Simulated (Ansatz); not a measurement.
**CH₂NOP: small, medium and large basis sets**

Aim: see how fast density functionals converge with the basis set for CH₂NOP.

The runs use Ansatz 0.2.0, Gaussian basis; one geometry, several basis sets.

Plan: PBE0-D4/def2-SVP; ωB97M-V/def2-SVP; PBE0-D4/def2-QZVPP; ωB97M-V/def2-QZVPP; the functionals' def2-TZVPP values are taken from earlier runs.

**1. The geometry**

The geometry comes from an earlier relaxation with PBE0-D4 in a triple-zeta def2 set; it is a stationary point.

SMILES `O=C=NP`, 6 atoms, charge 0, spin multiplicity 1.

Atoms are counted from 1 here; the program's logs count them from 0.

Bond lengths: O1–C2 1.165 Å, C2–N3 1.198 Å, N3–P4 1.702 Å, P4–H5 1.422 Å, P4–H6 1.422 Å. Angles: O1–C2–N3 175.4°, C2–N3–P4 142.6°, N3–P4–H5 97.2°, N3–P4–H6 97.2°, H5–P4–H6 92.0°.

**2. PBE0-D4 in def2-SVP**

Input file in.yaml:

```yaml
crystal:
  periodic: [false, false, false]
  atoms:
    - {symbol: O, position_ang: [1.232669, -2.073979, 1.254807]}
    - {symbol: C, position_ang: [0.766618, -1.160338, 0.703122]}
    - {symbol: N, position_ang: [0.376902, -0.185941, 0.124449]}
    - {symbol: P, position_ang: [-1.036554, 0.580446, -0.432358]}
    - {symbol: H, position_ang: [-0.568142, 0.890842, -1.738134]}
    - {symbol: H, position_ang: [-0.729492, 1.884870, 0.042013]}
basis:
  gaussian: {orbitals: def2-SVP}
hamiltonian: {xc: pbe0, dispersion: d4}
output: {orbitals: {seedname: orbitals}}
```

Command:

```sh
$ ansatz run in.yaml --threads 2 --pin off --events-out ev --progress --plain --max-ram 4352MiB
```

The runs that follow: ωB97M-V in def2-SVP; PBE0-D4 in def2-QZVPP; ωB97M-V in def2-QZVPP.

Before running them: what should the planned runs give, taken together? Wanted: PBE0-D4: double and triple zeta above quadruple; ωB97M-V: double and triple zeta above quadruple.

As calculated:

| quantity | value |
| --- | --- |
| PBE0-D4: double and triple zeta above quadruple | 9.16, 0.54 eV |
| ωB97M-V: double and triple zeta above quadruple | 9.28, 0.50 eV |

In words: For PBE0-D4 the step from double to triple zeta gains 8.63 eV and the next only 0.54 eV. These are total energies; as a rule much of such shifts cancels in differences, which this series doesn't test. The LUMO of ωB97M-V is positive and keeps falling with the basis (2.24 to 1.23 eV): an unbound level that the basis holds in place.
